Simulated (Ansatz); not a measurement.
# CH3BO (SMILES B1CO1): single points off equilibrium

The atoms stand at a structure displaced at random from a GFN2-xTB minimum. How far do the functionals agree with CCSD(T) there?

Method: single points in def2-TZVPP; program: Ansatz 0.2.0, Gaussian basis.

Cores are frozen in the correlated methods.

## (1) The starting structure

SMILES `B1CO1`, 6 atoms, charge 0, spin multiplicity 1.

Atoms are counted from 1 here; the program's logs count them from 0.

Bond lengths: B1–O3 1.504 Å, B1–H4 1.090 Å, C2–O3 1.458 Å, C2–H5 1.257 Å, C2–H6 1.337 Å. Angles: O3–B1–H4 143.5°, O3–C2–H5 111.2°, O3–C2–H6 111.1°, H5–C2–H6 130.9°, B1–O3–C2 75.2°.

As a file:

```
B    -0.79860   -0.57910   -0.39180
C     0.72890    0.15790    0.23620
O    -0.53930    0.84380    0.02180
H    -1.46300   -1.21400   -0.97780
H     1.45450    0.21240   -0.78830
H     1.04870    0.13240    1.53430
```

## (2) CCSD(T)/def2-TZVPP

run/in.yaml

```yaml
crystal:
  periodic: [false, false, false]
  atoms:
    - {symbol: B, position_ang: [-0.798600, -0.579100, -0.391800]}
    - {symbol: C, position_ang: [0.728900, 0.157900, 0.236200]}
    - {symbol: O, position_ang: [-0.539300, 0.843800, 0.021800]}
    - {symbol: H, position_ang: [-1.463000, -1.214000, -0.977800]}
    - {symbol: H, position_ang: [1.454500, 0.212400, -0.788300]}
    - {symbol: H, position_ang: [1.048700, 0.132400, 1.534300]}
basis:
  gaussian: {orbitals: def2-TZVPP}
correlation: {method: ccsd_t}
output: {forces: true}
```

No record of the launch command was kept for these runs.

## (3) PBE0-D4/def2-TZVPP

Changes to run/in.yaml since step 2:

```diff
@@ -11,3 +11,3 @@
   gaussian: {orbitals: def2-TZVPP}
-correlation: {method: ccsd_t}
-output: {forces: true}
+hamiltonian: {xc: pbe0, dispersion: d4}
+output: {forces: true, orbitals: {seedname: orbitals}}
```

## (4) wB97M-V/def2-TZVPP

Changes to run/in.yaml since step 3:

```diff
@@ -11,3 +11,3 @@
   gaussian: {orbitals: def2-TZVPP}
-hamiltonian: {xc: pbe0, dispersion: d4}
-output: {forces: true, orbitals: {seedname: orbitals}}
+hamiltonian: {xc: {name: wB97M-V}}
+output: {forces: true}
```

## (5) r2SCAN-D4/def2-TZVPP

Changes to run/in.yaml since step 4:

```diff
@@ -11,3 +11,3 @@
   gaussian: {orbitals: def2-TZVPP}
-hamiltonian: {xc: {name: wB97M-V}}
+hamiltonian: {xc: r2scan, dispersion: d4}
 output: {forces: true}
```

## (6) PBE-D4/def2-TZVPP

Changes to run/in.yaml since step 5:

```diff
@@ -11,3 +11,3 @@
   gaussian: {orbitals: def2-TZVPP}
-hamiltonian: {xc: r2scan, dispersion: d4}
+hamiltonian: {xc: pbe, dispersion: d4}
 output: {forces: true}
```

## (7) revPBE-D4/def2-TZVPP

Changes to run/in.yaml since step 6:

```diff
@@ -11,3 +11,3 @@
   gaussian: {orbitals: def2-TZVPP}
-hamiltonian: {xc: pbe, dispersion: d4}
+hamiltonian: {xc: {name: revPBE}, dispersion: d4}
 output: {forces: true}
```

## (8) wB97X-V/def2-TZVPP

Changes to run/in.yaml since step 7:

```diff
@@ -11,3 +11,3 @@
   gaussian: {orbitals: def2-TZVPP}
-hamiltonian: {xc: {name: revPBE}, dispersion: d4}
+hamiltonian: {xc: {name: wB97X-V}}
 output: {forces: true}
```

(Steps that only read results are left out.)

Q: Predict the outcome of this session. Wanted: energy less free atoms, CCSD(T)/def2-TZVPP; RMS force component; RMS force error; HOMO and LUMO, PBE0-D4; T1 diagnostic.

As calculated:

| quantity | value |
| --- | --- |
| energy less free atoms, CCSD(T)/def2-TZVPP | -2037.7 kJ/mol |
| RMS force component | 2.951 to 3.245 eV/Å over the methods |
| RMS force error | PBE0-D4 0.280, wB97M-V 0.216, r2SCAN-D4 0.123, PBE-D4 0.124, revPBE-D4 0.176, wB97X-V 0.267 eV/Å |
| HOMO and LUMO, PBE0-D4 | -6.73 and -1.44 eV |
| T1 diagnostic | 0.021 |

**Reading.** Against CCSD(T) the functionals' energies less atoms differ by -159.1 to -59.5 kJ/mol, PBE-D4 by -159.1 kJ/mol. CCSD(T) in triple zeta still lacks some correlation energy of the bonds, so part of these gaps is its own basis error and they don't rank the functionals. For forces r2SCAN-D4 does best and PBE0-D4 worst. Frozen-core CCSD(T) forces in triple zeta carry basis errors of their own, and this is one geometry, so small gaps rank nothing.
